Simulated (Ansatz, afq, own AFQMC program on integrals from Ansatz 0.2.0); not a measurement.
# AlH⁻, doublet: AFQMC among the cluster methods

```tsv
atom	x (Å)	y (Å)	z (Å)
Al	0.0000	0.0000	0.0000
H	0.0000	0.0000	3.1940
```

Basis aug-cc-pVDZ. Noble-gas cores (and the filled d shells of Ga–Kr and In–Xe) are frozen. Integrals, coupled cluster, full CI and functionals: Ansatz 0.2.0; the random walks run on the same integrals in our own AFQMC program. ph-AFQMC/CISD is guided by a CISD state made of CCSD amplitudes; releasing the constraint for a short imaginary time cuts its bias at the price of noise, slowly where states lie close. ± is one standard error of the sampling.

Determinant: ROHF, the one that the program's search chose, which needn't be the lowest solution. The geometry is a point of a scan.

Full CI on the same integrals is exact in this basis and with this determinant's frozen core.

Cautions: raised T1 diagnostic (T1 0.045, weight of the determinant 0.86, largest double 0.09); the released energies are still falling, so no released level is given (meV from the phaseless value at times in 1/Eh: 3 ± 3 at 0.24, -6 ± 3 at 0.51, -7.9 ± 1.6 at 0.99, -11.7 ± 1.5 at 1.62, -13.3 ± 2.2 at 2.40).

The T1 diagnostic is 0.0445. The weight of the determinant in the CISD state is 0.864 and the size of the correlated space is 5 electrons in 31 orbitals.

```
  level  correlation energy (eV)
    MP2                  -1.7436
   CCSD                  -2.5061
CCSD(T)                  -2.5855
```

Problem. Estimate where full CI lies against CCSD(T) on the same integrals.

Solution. 4.0 kJ/mol below CCSD(T).

Reference: full CI, correlation energy -2.627 eV.

```tsv
level	E − E(reference) (kJ/mol)	share of correlation (%)
CCSD(T)	4.0	98.41
CCSDT	0.5	99.80
CCSDT(Q)	0.1	99.96
CCSDTQ	0.0	100.00
ph-AFQMC/HF	3.9 ± 2.1	98.44
ph-AFQMC/CISD	2.2 ± 0.2	99.14
```

CCSDT and higher add their correlation energy to the determinant of the CCSD(T) run, since their own runs factorise the integrals more tightly (a shift of under 2 meV). A walk keeps the symmetry of its determinant, which the program's search chose and which needn't be the lowest solution, so a lower state of the same spin and another symmetry isn't excluded.
